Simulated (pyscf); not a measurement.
A first-order saddle from PySCF, ωB97X-D3(BJ)/def2-SVP:

```xyz
8

O     -1.1283    -1.3649     0.7025
Zr     0.1472     0.2741     0.1239
O      1.2112    -1.1256     0.5944
O      0.1790     1.7310     1.3925
Cl     0.2057     0.9171    -2.1783
H     -1.7269    -1.5725     1.4270
H      0.0137    -1.6452     0.8282
H      0.5340     2.1458     2.1815
```

Surface: singlet, charge 0. Lowest wavenumbers (cm⁻¹): 1294i, 86, 110, 132, 180.

**Question.** Which two sides does it connect, and which bonds change?

**Answer.** `[OH][Zr]([OH])([OH])[Cl]` ⇌ `[OH2]` + `[O]=[Zr]([OH])[Cl]`, an elimination read from left to right: O–Zr, H–O broken and H–O formed. At ωB97M-D3(BJ)/def2-TZVP it lies +195.2 kJ/mol from the left side and -93.3 kJ/mol from the right (each side as separated species at their lowest minima found). On the product side the descent ends in an adduct with a O–Zr contact, 144.7 kJ/mol under the separated species and 42.0 kJ/mol under the saddle at ωB97X-D3(BJ)/def2-TZVP. At ωB97M-D3(BJ) the saddle lies under the separated products, which points to a path from their complex (located at ωB97X-D3(BJ) alone), and parting the products costs more than the saddle. What is counted as broken (O–Zr) persists as a longer contact in the product adduct; parting that adduct is a step of its own. At the saddle there is also a short H–Zr contact that neither side keeps. One saddle was located; it need not be the lowest between these sides. Elements past Kr carry the def2 core potentials, without spin-orbit coupling.
